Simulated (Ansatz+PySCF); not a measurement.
Values are calculated unless marked as measured or tabulated.
# Several solutions for singlet CH₄

```xyz
5

C     0.0000    0.0000    0.0000
H     1.2680    1.2680    1.2680
H     0.6340   -0.6340   -0.6340
H    -0.6340    0.6340   -0.6340
H    -0.6340   -0.6340    0.6340
```

Basis set: 6-31G (spherical functions). Charge 0, multiplicity 1.

PBE0 (unrestricted) was run from several starts with Ansatz (development build ahead of 0.2.0) and PySCF 2.14.0.

| run | program | start | converged | energy (hartree) | <S²> |
| --- | --- | --- | --- | --- | --- |
| A | Ansatz | atomic start, no search | yes | -40.28220 | 0.00 |
| B | Ansatz | stability test followed | yes | -40.28795 | 0.47 |
| C | Ansatz | search for the lowest state | yes | -40.28795 | 0.47 |
| D | PySCF | program defaults | yes | -40.28220 | 0.00 |

Which runs reached the lowest solution of this kind, and what is wrong with the others?

B, C reached the lowest solution found. Converged but too high: A by 0.16 eV, D by 0.16 eV. Convergence only shows a stationary point, and even a stable one can lie too high; stability tests and further starts are what find lower ones. Caution: charge can spread falsely over distant fragments. Caution: the unrestricted determinant is spin contaminated.
